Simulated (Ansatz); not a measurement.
**Relaxing HfTiH6**

Level of theory: Ansatz, DFT PBE, scalar-relativistic, plane waves, PAW. Cutoff 420 eV, Γ-centred k mesh, Gaussian smearing, no spin polarisation in the final step.

The start puts HfTiH6 on the sites of a reported KAsF6 cell (R-3m, No. 166), with Ti in place of K, Hf in place of As, H in place of F, at a guessed volume.

```yaml
crystal:
  lattice:
    - [3.06420, 1.76912, 2.01030]
    - [-3.06420, 1.76912, 2.01030]
    - [0.00000, -3.53824, 2.01030]
  atoms:
    - { symbol: Hf, position: [0.00000, 0.00000, 0.00000] }
    - { symbol: Ti, position: [0.50000, 0.50000, 0.50000] }
    - { symbol: H, position: [0.26500, 0.26500, 0.92600] }
    - { symbol: H, position: [0.92600, 0.26500, 0.26500] }
    - { symbol: H, position: [0.26500, 0.92600, 0.26500] }
    - { symbol: H, position: [0.07400, 0.73500, 0.73500] }
    - { symbol: H, position: [0.73500, 0.73500, 0.07400] }
    - { symbol: H, position: [0.73500, 0.07400, 0.73500] }
```

Cell and atoms relax at zero pressure; the relaxation can't lower the symmetry of the start. After a coarse first stage the cell is made exact in the group found at 0.06 Å.

Energies over the elements count from the elements' standard structures at the same level (H₂ as a molecule), with no empirical corrections.

Q: Which crystal results?

A: It keeps R-3m (No. 166), but not the shape of the type it started on. Conventional cell: a = 5.258 Å, c = 6.795 Å. Hf has 6 H at 1.94 Å; Ti is coordinated by 6 H at 1.96 Å and 6 H at 2.14 Å; H is coordinated by 1 H at 1.57 Å.

```xyz
8
Lattice="2.6291 1.5179 2.2651 -2.6291 1.5179 2.2651 0.0000 -3.0359 2.2651" Properties=species:S:1:pos:R:3 pbc="T T T"
Hf    0.0000    0.0000    0.0000
Ti    0.0000    0.0000    3.3977
H     0.0000   -1.9044    3.8471
H     1.6492    0.9522    3.8471
H    -1.6492    0.9522    3.8471
H    -1.6492   -0.9522    2.9483
H     0.0000    1.9044    2.9483
H     1.6492   -0.9522    2.9483
```

Q: What are its volume, energy, density and gap?

A: The volume per atom is 6.78 Å³. The density is 7.12 g/cm³, the energy over the elements is 0.00 eV/atom and the gap on the 12×12×12 mesh is 0 eV (a metal).

The final run used a 12×12×12 mesh on its 8-atom cell and 0.10 eV smearing. For metals, differences of a few meV/atom aren't resolved. Spin–orbit coupling is left out. Symmetry constrained the relaxation, so the result can be a saddle point.

Cost: 3 runs of about 2.3 core-minutes in all, on Arm Neoverse V2 (shared hosts).